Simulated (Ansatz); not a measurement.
# CH3: the cost of one run

Program: Ansatz 0.2.0. Level of theory: the levels named in each step. These are calculated values, not measurements.

## 1. The system as given

Bond lengths: C1–H2 1.067 Å, C1–H3 1.067 Å, C1–H4 1.067 Å. Angles: H2–C1–H3 120.0°, H2–C1–H4 120.0°, H3–C1–H4 120.0°.

Coordinates:

```xyz
4

C     0.0000   -0.0001   -0.0005
H     1.0571   -0.1457    0.0280
H    -0.6542   -0.8428   -0.0328
H    -0.4030    0.9884    0.0103
```

## 2. A rough first relaxation, PBE-D4/def2-SVP

This run stands in another session on the same molecule. It ended at:

```xyz
4

C    -0.0001   -0.0001    0.0036
H     1.0880   -0.1499    0.0275
H    -0.6733   -0.8674   -0.0352
H    -0.4147    1.0173    0.0092
```

## 3. Relaxation, PBE0-D4/def2-TZVPP

This run stands in another session on the same molecule. It ended at:

```xyz
4

C     0.0000    0.0000    0.0012
H     1.0689   -0.1473    0.0278
H    -0.6616   -0.8523   -0.0338
H    -0.4075    0.9995    0.0099
```

## 4. Frequencies, PBE0-D4/def2-TZVPP

Contents of input.yaml:

```yaml
crystal:
  periodic: [false, false, false]
  atoms:
    - { symbol: C, position_ang: [-4.224e-05, -3.937e-05, 0.00121452] }
    - { symbol: H, position_ang: [1.06894171, -0.14733011, 0.0277838] }
    - { symbol: H, position_ang: [-0.66156862, -0.85226307, -0.0337934] }
    - { symbol: H, position_ang: [-0.40751084, 0.99947256, 0.00988508] }
magnetization:
  spin_polarized: true
  initial_magnetization: 1
basis:
  gaussian: { orbitals: def2-TZVPP }
hamiltonian:
  xc: pbe0
  dispersion: d4
phonons: {}
```

Started as:

```
$ ansatz run input.yaml --threads 2 --pin off --max-ram 5120MiB --backend cpu --events-out ev --progress --plain --runs-dir out
```

Q: Estimate wall time and peak memory on 2 threads of Arm Neoverse V1, shared host.

About 5.5 s, with a peak of 0.1 GiB.
